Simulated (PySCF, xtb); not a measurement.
difluoromethane (CH₂F₂), SMILES FCF.

Harmonic wavenumbers (cm⁻¹) from GFN2-xTB in xtb at its own minimum, in rising order: 479, 1061, 1062, 1074, 1204, 1306, 1406, 2920, 2923.

Task: What does ωB97X-D3(BJ)/def2-TZVP run with PySCF 2.14.0 give at its own minimum? (Estimate from the structure and the level; the computed values follow.)

Result: 531, 1116, 1135, 1189, 1278, 1469, 1539, 3079, 3152. Paired by order, the mean absolute difference is 117 cm⁻¹ and the zero-point energies are 19.2 and 20.7 kcal/mol.
